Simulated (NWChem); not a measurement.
Program: NWChem. System: isobutane (C4H10), charge 0, spin multiplicity 1, at a geometry optimised with PBE/def2-SVP. Level: MP2/def2-TZVP, 4 core orbitals frozen.

Part of the output:

```
             Northwest Computational Chemistry Package (NWChem) 7.3.0
             --------------------------------------------------------

                                NWChem Input Module
                                -------------------

 Scaling coordinates for geometry "geometry" by  1.889725989
 (inverse scale =  0.529177249)

 Turning off AUTOSYM since
 SYMMETRY directive was detected!

                             Geometry "geometry" -> ""
                             -------------------------

 Output coordinates in angstroms (scale by  1.889725989 to convert to a.u.)

  No.       Tag          Charge          X              Y              Z
 ---- ---------------- ---------- -------------- -------------- --------------
    1 C                    6.0000     0.25253500    -0.69297800     1.26692500
    2 C                    6.0000    -0.36101400    -0.08098100     0.00000000
    3 C                    6.0000     0.25253500    -0.69297800    -1.26692500
    4 C                    6.0000    -0.22775200     1.44818700     0.00000000
    5 H                    1.0000     0.12678200    -1.79523400     1.29024200
    6 H                    1.0000     1.34234500    -0.48088000     1.32123900
    7 H                    1.0000    -0.21264000    -0.28085000     2.18620200
    8 H                    1.0000    -1.44866300    -0.32491600     0.00000000
    9 H                    1.0000     0.12678200    -1.79523400    -1.29024200
   10 H                    1.0000     1.34234500    -0.48088000    -1.32123900
   11 H                    1.0000    -0.21264000    -0.28085000    -2.18620200
   12 H                    1.0000    -0.70177200     1.89950100    -0.89606000
   13 H                    1.0000    -0.70177200     1.89950100     0.89606000
   14 H                    1.0000     0.84141500     1.75234000     0.00000000

 Effective nuclear repulsion energy (a.u.)     133.5080356405

            Nuclear Dipole moment (a.u.)
            ----------------------------
        X                 Y               Z
 ---------------- ---------------- ----------------
     0.0000113384    -0.0000037795    -0.0000000000

      Symmetry information
      --------------------

 Group name             Cs
 Group number              2
 Group order               2
 No. of unique centers     9

      Symmetry unique atoms

     1    2    4    5    6    7    8   12   14


 Summary of "ao basis" -> "" (spherical)
 ------------------------------------------------------------------------------
[...]
     2   2 0 0    -21.294763      0.000000     33.483835
     2   1 1 0      0.110950      0.000000    -22.323589
     2   1 0 1     -0.000000      0.000000      0.000000
     2   0 2 0    -21.764597      0.000000    128.000843
     2   0 1 1      0.000000      0.000000      0.000000
     2   0 0 2    -21.788892      0.000000    133.010671

                   NWChem MP2 Semi-direct Energy/Gradient Module
                   ---------------------------------------------

  Basis functions       =    184
  Molecular orbitals    =    184
  Frozen core           =      4
  Frozen virtuals       =      0
  Active alpha occupied =     13
  Active beta occupied  =     13
  Active alpha virtual  =    167
  Active beta virtual   =    167
  Use MO symmetry       = T
  Use skeleton AO sym   = T

  AO/Fock/Back tols     =   1.0D-09  1.0D-09  1.0D-09

 GA uses MA = F    GA memory limited = T

 Available:
  local mem=  1.26D+08
 global mem=  1.44D+08
 local disk=  0.00D+00
  mp2_memr nvloc                   167
  nvloc new                   167
   1 passes of  13:        5242880                     177572                 124072776.
   1 passes of  13: M    126138561           G      144111488           F     120895681.
  mp2_memr nvloc                   167
  nvloc new                   167
   2 passes of   7:        5242880                     127492                  66835129.
   2 passes of   7: M    126138561           G      144111488           F     120895681.

 Semi-direct pass number   1 of   2  for RHF alpha+beta  at       24.4s
  vrange nnbf                 16801
  mp2_eaftype                   254  avail_ma_in_mb                  1099
 EAF : mp2_eaftype filesize         254   33417565.
  mp2_eaf for mointskh                    254
Node 0 wrote    157.1 Mb in      0.2 s     Agg I/O rate:   774.3 Mb/s
 Done moints_semi at       35.6s
  mp2_eaftype                   254  avail_ma_in_mb                   845
 EAF : mp2_eaftype filesize         254   33417565.
  mp2_eaf for kh                   254
 Done maket at       35.9s
 Semi-direct pass number   2 of   2  for RHF alpha+beta  at       35.9s
  vrange nnbf                 16801
  mp2_eaftype                   254  avail_ma_in_mb                   845
 EAF : mp2_eaftype filesize         254   33417565.
  mp2_eaf for mointskh                    254
Node 0 wrote    134.7 Mb in      0.1 s     Agg I/O rate:   993.8 Mb/s
 Done moints_semi at       46.8s
  mp2_eaftype                   254  avail_ma_in_mb                   845
 EAF : mp2_eaftype filesize         254   33417565.
  mp2_eaf for kh                   254
 Done maket at       47.1s
 Done multipass loop at       47.1s

          -------------------------------------------
          SCF energy                -157.353031641589
          Correlation energy          -0.693213572021
          Singlet pairs               -0.466137924053
          Triplet pairs               -0.227075647968
          Total MP2 energy          -158.046245213610
          -------------------------------------------

          ---------------------------------------------------
                    Spin Component Scaled (SCS) MP2
          Same spin pairs                     -0.151383765312
          Same spin scaling factor             0.333333333333
          Opposite spin pairs                 -0.541829806709
          Opposite spin scaling fact.          1.200000000000
          SCS-MP2 correlation energy          -0.700657023155
          Total SCS-MP2 energy              -158.053688664744
          ---------------------------------------------------

 -----------------------
 Performance information
 -----------------------

 Timer overhead =  9.64D-08 seconds/call

               Nr. of calls         CPU time (s)                 Wall time (s)                GFlops
             ---------------    -------------------     ------------------------------   -------------------
Name         Min   Avg   Max    Min     Avg     Max     Min     Avg     Max   Mx/calls   Min     Max     Sum
mp2: moin     2     2     2    22.     22.     22.      22.     22.     22.     11.      0.0     0.0     0.0
mp2: make     2     2     2   0.64    0.64    0.64     0.64    0.64    0.64    0.32      0.0     0.0     0.0
mp2: tota     1     1     1    23.     23.     23.      23.     23.     23.     23.      0.0     0.0     0.0

 The average no. of pstat calls per process was 5.00D+00
 with a timing overhead of 4.82D-07s

 Task  times  cpu:       47.1s     wall:       47.1s

 Total times  cpu:       47.1s     wall:       47.1s
```

**Question.** Write an NWChem input that would produce this output.

**Answer.** This is not unique; one that fits is 
```
start mol
memory heap 200 mb stack 900 mb global 1100 mb
geometry units angstroms nocenter noautoz
  C      0.252535    -0.692978     1.266925
  C     -0.361014    -0.080981     0.000000
  C      0.252535    -0.692978    -1.266925
  C     -0.227752     1.448187     0.000000
  H      0.126782    -1.795234     1.290242
  H      1.342345    -0.480880     1.321239
  H     -0.212640    -0.280850     2.186202
  H     -1.448663    -0.324916     0.000000
  H      0.126782    -1.795234    -1.290242
  H      1.342345    -0.480880    -1.321239
  H     -0.212640    -0.280850    -2.186202
  H     -0.701772     1.899501    -0.896060
  H     -0.701772     1.899501     0.896060
  H      0.841415     1.752340     0.000000
  symmetry group Cs
end
basis spherical
  * library def2-tzvp
end
scf
  rhf
  nopen 0
  maxiter 100
  thresh 1e-7
  semidirect memsize 60000000 filesize 0
end
mp2
  freeze core 4
end
task mp2 energy
```
